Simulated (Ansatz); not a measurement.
```yaml
crystal:
  periodic: [false, false, false]
  atoms:
    - {symbol: Al, position_ang: [-2.496440, -0.064187, -0.001152]}
    - {symbol: Al, position_ang: [0.075180, 0.132777, 0.001124]}
    - {symbol: Si, position_ang: [2.421259, -0.068589, 0.000028]}
basis:
  gaussian: {orbitals: def2-TZVP}
magnetization: {spin_polarized: true, initial_magnetization: 2}
hamiltonian: {xc: pbe0}
relax: {f_tol: 0.004, max_steps: 80}
```

```sh
$ ansatz run in.yaml --threads 1 --pin off --events-out ev --progress --plain --max-ram 2176MiB
```

Steps of the relaxation (energy above the last step; positions in Å, forces in eV/Å):

```
3
step 1, 109.9 meV
Al   -2.496   -0.064   -0.001   -1.000   -0.072   -0.001
Al    0.075    0.133    0.001    0.935    0.072    0.001
Si    2.421   -0.069    0.000    0.064    0.000    0.000
```

```
3
step 2, 15.3 meV
Al   -2.596   -0.066   -0.001   -0.316   -0.014    0.000
Al    0.122    0.133    0.001    0.312    0.003    0.000
Si    2.474   -0.067    0.000    0.004    0.010    0.000
```

```
3
step 3, 1.5 meV
Al   -2.676   -0.031   -0.001    0.085    0.008    0.000
Al    0.158    0.055    0.000   -0.088   -0.014    0.000
Si    2.517   -0.023    0.000    0.003    0.006    0.000
```

```
3
step 6, 0.0 meV
Al   -2.660   -0.007   -0.001    0.000    0.000    0.000
Al    0.150    0.002    0.000    0.000    0.000    0.000
Si    2.510    0.005    0.001    0.000    0.000    0.000
```

Close pairs at the end: Al2–Si3 2.361 Å, Al1–Al2 2.810 Å.

A stationary point of unrestricted PBE0 after 6 steps, with ⟨S²⟩ = 2.010 against 2.00 for a pure state; no frequencies were run, so it isn't proven a minimum. 3 min on 1 thread of Arm Neoverse V1, shared host.
